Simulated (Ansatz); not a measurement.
bcc Ta

These are HSE06 (PAW; Ansatz, a program for electronic structure) values and carry that method's errors.

Numerical settings: plane-wave cutoff 500 eV, 6×6×1 k mesh (along the axes of the cell as run), Fermi–Dirac smearing 0.1 eV, scalar-relativistic PAW data made under PBE.

Cell: relaxed with r²SCAN.

```
Quantity                              Value
--------------------------------  ---------
surface energy of the (111) face  3.03 J/m²
work function of the (111) face     3.87 eV
```

Note: exact exchange on metals is sensitive to the k mesh and can open a false gap.

The slab of 12 atoms is relaxed and unreconstructed.

Spin–orbit coupling is not included.

The computed numbers hold no vibrational or temperature effects.

Cost on a shared machine: around 18 core-minutes (rough).
